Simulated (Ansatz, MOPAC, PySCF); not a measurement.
Species: 1H-pyrrole, C4H5N, net charge 0, singlet state. SMILES: c1cc[nH]c1
Coordinates optimised at B3LYP-D3(BJ)/def2-TZVP (Ansatz, a quantum-chemistry and plane-wave program):
```
N
H 1 1.0036
C 1 1.3709 2 125.06
C 1 1.3709 2 125.06 3 180.00
C 4 1.3739 1 107.64 2 -180.00
C 3 1.3739 1 107.64 2 180.00
H 3 1.0761 1 121.31 2 0.00
H 4 1.0761 1 121.31 2 0.00
H 5 1.0770 4 125.75 8 0.00
H 6 1.0770 3 125.75 7 0.00
```

Unscaled harmonic wavenumbers (cm⁻¹) in rising order, each level at the stationary point that it reaches from this structure (no distance between atoms moves by over 0.3 Å); the order of modes can differ between levels, and a negative number is imaginary. B3LYP-D3(BJ)/def2-TZVP (PySCF, at the structure above): 468, 629, 641, 684, 727, 824, 868, 889, 908, 1035, 1070, 1094, 1159, 1182, 1316, 1417, 1449, 1501, 1576, 3238, 3249, 3264, 3269, 3668.

PM3 (MOPAC): 336, 526, 526, 753, 785, 846, 858, 872, 938, 1035, 1068, 1086, 1135, 1247, 1295, 1506, 1515, 1539, 1657, 3122, 3126, 3156, 3168, 3479. Zero-point energy 50.9 against 51.6 kcal/mol; where all levels lie over 400 cm⁻¹, the wavenumbers are on average 0.994 times those of B3LYP-D3(BJ)/def2-TZVP.

PM7 (MOPAC): 483, 521, 575, 820, 837, 867, 867, 915, 975, 1135, 1138, 1187, 1267, 1318, 1362, 1462, 1464, 1513, 1629, 2783, 2789, 2801, 2809, 2850. Zero-point energy 49.1 against 51.6 kcal/mol; where all levels lie over 400 cm⁻¹, the wavenumbers are on average 1.001 times those of B3LYP-D3(BJ)/def2-TZVP.

HF/3-21G (Ansatz): 692, 697, 698, 866, 875, 990, 1001, 1047, 1076, 1090, 1142, 1145, 1254, 1256, 1439, 1518, 1554, 1611, 1716, 3427, 3438, 3456, 3466, 3858. Zero-point energy 56.2 against 51.6 kcal/mol; where all levels lie over 400 cm⁻¹, the wavenumbers are on average 1.104 times those of B3LYP-D3(BJ)/def2-TZVP.

HF/6-31G* (Ansatz): 484, 679, 684, 806, 830, 945, 966, 967, 999, 1110, 1161, 1166, 1253, 1264, 1437, 1548, 1595, 1648, 1744, 3417, 3430, 3449, 3454, 3926. Zero-point energy 55.7 against 51.6 kcal/mol; where all levels lie over 400 cm⁻¹, the wavenumbers are on average 1.090 times those of B3LYP-D3(BJ)/def2-TZVP.
